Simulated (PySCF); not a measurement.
C₂H₄, SMILES C=C.

Coordinates come from a B3LYP-D3(BJ)/def2-TZVP optimisation.

These are PySCF with B3LYP/def2-TZVPD values and carry that method's errors.

Isolated molecule, no solvent.

```json
{
 "total_energy": "-78.62410 hartree",
 "point_group": "D2h",
 "highest_occupied_level": "-7.68 eV",
 "lowest_empty_level": "-0.22 eV",
 "orbital_gap": "7.46 eV",
 "dipole_moment": "0.00 D",
 "quadrupole, principal values (traceless, Buckingham form, about the centre of nuclear charge)": "-3.23, 1.58, 1.65 D·Å",
 "mean_static_polarisability": "27.8 bohr³ (4.12 Å³)",
 "polarisability_principal_values": "22.4, 25.4, 35.6 bohr³"
}
```
